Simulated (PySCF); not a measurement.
Magnesium: a sound run and one with changed settings

Sound run: Mg [Ne] 3s2, Mg⁺ [Ne] 3s1. All numbers are calculated (PySCF 2.14, scalar relativity by spin-free X2C-1e, in jorge-DZP-DKH). In the sound run the correlated levels freeze [Ne]. The sound run starts from symmetry-adapted Hartree-Fock orbitals and uses a fine grid where one is needed.

Changed run: no relativity, point nucleus. This setting is unsound on purpose.

```json
{"species": "Mg", "method": "UHF", "sound run (hartree)": "-199.91307", "changed run (hartree)": "-199.57202", "converged": "yes"}
{"species": "Mg", "method": "MN15", "sound run (hartree)": "-200.36553", "changed run (hartree)": "-200.01235", "converged": "yes"}
{"species": "Mg", "method": "LDA", "sound run (hartree)": "-199.42958", "changed run (hartree)": "-199.09262", "converged": "yes"}
{"species": "Mg", "method": "MP2", "sound run (hartree)": "-199.93396", "changed run (hartree)": "-199.59292", "converged": "yes"}
{"species": "Mg", "method": "CCSD(T)", "sound run (hartree)": "-199.94581", "changed run (hartree)": "-199.60481", "converged": "yes"}
{"species": "Mg⁺", "method": "UHF", "sound run (hartree)": "-199.67014", "changed run (hartree)": "-199.32952", "converged": "yes"}
{"species": "Mg⁺", "method": "MN15", "sound run (hartree)": "-200.08724", "changed run (hartree)": "-199.73452", "converged": "yes"}
{"species": "Mg⁺", "method": "LDA", "sound run (hartree)": "-199.14519", "changed run (hartree)": "-198.80873", "converged": "yes"}
```

Ionisation energy of Mg:

```json
{"method": "UHF", "sound run (eV)": "6.610", "changed run (eV)": "6.599"}
{"method": "MN15", "sound run (eV)": "7.573", "changed run (eV)": "7.560"}
{"method": "LDA", "sound run (eV)": "7.739", "changed run (eV)": "7.725"}
{"method": "MP2", "sound run (eV)": "7.179", "changed run (eV)": "7.168"}
{"method": "SCS-MP2", "sound run (eV)": "7.293", "changed run (eV)": "7.281"}
{"method": "CCSD", "sound run (eV)": "7.501", "changed run (eV)": "7.491"}
{"method": "CCSD(T)", "sound run (eV)": "7.501", "changed run (eV)": "7.491"}
{"method": "CCSDT", "sound run (eV)": "7.501", "changed run (eV)": "7.491"}
{"method": "FCI", "sound run (eV)": "7.501", "changed run (eV)": "7.491"}
```

Most of the change in total energy is the relativistic energy itself. On top of that the contraction fixes the core shape for the Hamiltonian it was made with, so the changed run is not a good calculation with the other Hamiltonian either.

For comparison, NIST gives 7.646 eV between the lowest levels.
